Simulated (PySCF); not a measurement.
Gas-phase reaction: SiH2 + SiH3 ⇌ Si2H5

Computed with PySCF (xtb for GFN2) and rigid-rotor harmonic-oscillator thermochemistry at 1 bar. † marks an energy on the PBE0/def2-TZVP geometry and frequencies; other levels use their own. MP2 and CCSD(T) freeze the core. 6-31G* has spherical d functions here. Open shells (unrestricted): SiH3 (multiplicity 2), Si2H5 (multiplicity 2); the rest are closed-shell singlets. GFN2 has no spin-polarisation term. B3LYP is the form with VWN-RPA correlation. Si2H5: computed as isolated molecules; such fragments, hydroxides, amides, oligomers or adducts are transient or little studied in the gas. MP2 isn't extrapolated to the basis-set limit; its ΔH°(298 K) is -234.9 kJ in def2-SVP and -243.8 kJ in def2-TZVPP. CCSD(T) isn't extrapolated to the basis-set limit; its ΔH°(298 K) is -219.5 kJ in def2-SVP and -230.9 kJ in def2-TZVPP. The harmonic model lacks anharmonicity and excited electronic states, which grow with temperature; levels with a mode under 35 cm⁻¹ are left out. Internal rotation in Si2H5 is treated as a harmonic vibration of one conformer, which makes the entropy rough.

| level | ΔE electronic, kJ | ΔH°(298 K), kJ | ΔS°(298 K), J/K | ΔG°(1800 K), kJ |
|---|---|---|---|---|
| B3LYP/6-31G* | -238 | -226 | -133 | -4 |
| CCSD(T)/def2-TZVPP† | -243 | -231 | -132 | -10 |
| GFN2-xTB | -205 | -195 | -129 | 19 |
| M06-2X/def2-TZVP† | -244 | -232 | -132 | -11 |
| MP2/def2-SVP† | -247 | -235 | -132 | -14 |
| PBE0/def2-QZVP† | -265 | -253 | -132 | -31 |
| LDA/def2-TZVP† | -290 | -278 | -132 | -57 |
| ωB97X-V/def2-TZVP† | -262 | -249 | -132 | -28 |
ΔH° is lowest at LDA/def2-TZVP† and highest at GFN2-xTB. No reference value is set beside these.
